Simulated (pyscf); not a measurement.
PH₃ + BH [singlet] → H₂B–PH₂, an insertion (singlet surface; H–P broken, B–P, B–H formed). PySCF, gas phase, ωB97X-D3(BJ)/def2-SVP geometries. Correlated levels are frozen-core, on RHF or UHF. ΔMP2 is the change of the MP2 total energy from the triple- to the quadruple-zeta basis. Energies in eV from the separated reactants.

Small-basis levels: PySCF, no dispersion term, spherical d functions. AM1 to PM7: differences of heats of formation from MOPAC. 

```
level                             barrier  reaction energy
--------------------------------  -------  ---------------
HF/STO-3G                            1.71            -5.34
MP2/6-31G*                              …            -4.30
BP86/6-31G*                         -0.64            -4.29
PBE/6-31G*                          -0.81            -4.44
M06-2X/6-31G*                       -0.20            -4.21
B3LYP/6-311+G**                     -0.28            -4.03
AM1                                     …            -3.07
PM3                                 -0.89            -3.10
PM7                                  0.35            -3.37
CCSD(T)/def2-TZVPP + ΔMP2(QZVPP)        …            -3.85
```

### Question
What belongs in the gaps?

### Answer

- MP2/6-31G*, barrier: -0.13
- AM1, barrier: -0.07
- CCSD(T)/def2-TZVPP + ΔMP2(QZVPP), barrier: -0.27

Against the last row the barrier runs from -0.63 (PM3) to +1.98 eV (HF/STO-3G). CCSD(T)/def2-TZVPP + ΔMP2(QZVPP) has limits of its own. On the reactant side the descent ends in an adduct with a B–P contact, 0.88 eV under the separated species and 0.45 eV under the saddle at ωB97X-D3(BJ)/def2-TZVP. At CCSD(T) the saddle lies under the separated reactants, which points to a path from their complex (located at ωB97X-D3(BJ) alone). What is counted as formed (B–P) is already present as a longer contact in the reactant adduct; forming that adduct is a step of its own. At ωB97X-D3(BJ) the barrier from the zero used here is -0.43 eV. This is the saddle that the search found; another between the same sides may lie lower. The CCSD(T) − MP2 part came from Ansatz, without density fitting, on the same reference.
